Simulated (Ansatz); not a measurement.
Two shapes of singlet C₂H₂.

Shape 1:

```xyz
4

C    -0.0140   -0.0452   -0.6204
C    -0.0192   -0.0432    0.6205
H    -0.0291   -0.0316   -1.6538
H     0.0289    0.0338    1.7020
```

Shape 2:

```xyz
4

C     0.0000    0.0000   -0.5559
C     0.0000    0.0000    0.5559
H     0.0000    0.0000   -1.5449
H     0.0000    0.0000    1.5449
```

Basis set: def2-TZVP (spherical functions). Left uncorrelated: 2 orbitals. Charge 0, multiplicity 1.

Computed with Ansatz (development build ahead of 0.2.0); each method stands on the lowest determinant of its kind that the runs found.

Q: Which shape is lower in energy, and by how much in each method?

A:

| method | E(2) − E(1) (eV) |
| --- | --- |
| RHF | 0.298 |
| RHF-MP2 | 0.776 |

Shape 1 is lower. Caution: no unrestricted run beside it, a lower state can exist.
